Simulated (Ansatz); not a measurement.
## Ansatz (development build ahead of 0.2.0) run

```yaml
crystal:
  periodic: [false, false, false]
  atoms:
    - { symbol: "N", position_ang: [0.22365, 0.00428, -0.04975] }
    - { symbol: "N", position_ang: [1.14788, -0.14782, -0.52364] }
    - { symbol: O, position_ang: [0.26228, 3.32566, 0.702] }
basis:
  gaussian: { orbitals: def2-SVP }
magnetization:
  spin_polarized: true
  initial_magnetization: 2
hamiltonian:
  xc: hf
output:
  forces: true
```

The input is written out in the form of the current development build from the run's settings.

Results

```yaml
Converged: yes
Total_energy: -183.57242 hartree
Spin_squared_of_the_determinant: 2.005
Stability_test: minimum
```

Forces (eV/Å):
```csv
atom,Fx,Fy,Fz
N1,-4.547,0.744,2.331
N2,4.547,-0.748,-2.331
O3,0.000,0.004,0.001
```
